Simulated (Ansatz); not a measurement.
Relaxation of H3NSi2 (6 atoms, charge 0, multiplicity 1), to a largest force component of 0.02 eV/Å in at most 50 steps.

These are results of RKS r2SCAN/def2-SVP in Ansatz 0.2.0, not measurements.

```xyz
6
Properties=species:S:1:pos:R:3:forces:R:3
N 1.284 -2.451 1.357 1.63 -2.05 1.27
Si 0.632 -1.207 0.668 -0.55 2.12 -0.43
Si -0.319 0.609 -0.337 0.69 1.46 0.76
H -1.539 0.210 -1.068 -0.45 -0.07 0.08
H 0.626 1.218 -1.295 0.26 -0.11 -0.94
H -0.793 -1.295 0.482 -1.58 -1.36 -0.74
```

Q: Where does it end, and by what steps?

A: The run converged. After 21 steps the energy has fallen by 4.142 eV; N1 moved furthest, 1.95 Å. Joined: N1–Si3.

| step | energy less start (eV) | largest force component (eV/Å) | accepted |
| --- | --- | --- | --- |
| 0 | 0.0000 | 2.125 | yes |
| 1 | -0.6173 | 0.799 | yes |
| 2 | -0.8948 | 0.478 | yes |
| 3 | -1.0323 | 0.724 | yes |
| 4 | -1.1058 | 0.422 | yes |
| 5 | -1.1934 | 0.323 | yes |
| 6 | -1.2769 | 0.774 | yes |
| 7 | -1.3704 | 1.457 | yes |
| 8 | -1.5181 | 1.345 | yes |
| 9 | -1.7105 | 0.943 | yes |
| 10 | -1.9077 | 0.877 | yes |
| 11 | -2.1562 | 0.908 | yes |
| 12 | -2.5035 | 1.061 | yes |
| 13 | -3.0108 | 1.212 | yes |
| 14 | -3.5631 | 0.740 | yes |
| 15 | -3.9251 | 0.641 | yes |
| 16 | -4.1077 | 0.294 | yes |
| 17 | -4.1323 | 0.188 | yes |
| 18 | -4.0932 | 1.024 | no |
| 19 | -4.1409 | 0.064 | yes |
| 20 | -4.1415 | 0.024 | yes |
| 21 | -4.1416 | 0.005 | yes |

```xyz
6
Properties=species:S:1:pos:R:3
N 0.754 -1.374 -0.174
Si -0.508 -1.230 0.928
Si 0.142 0.196 -0.638
H -0.621 0.388 -1.905
H 0.888 1.446 -0.310
H -0.764 -2.343 1.907
```

Run time: 32 s on 1 thread of Intel(R) Xeon(R) 6975P-C (Granite Rapids), on a shared host, peak memory 0.17 GiB.
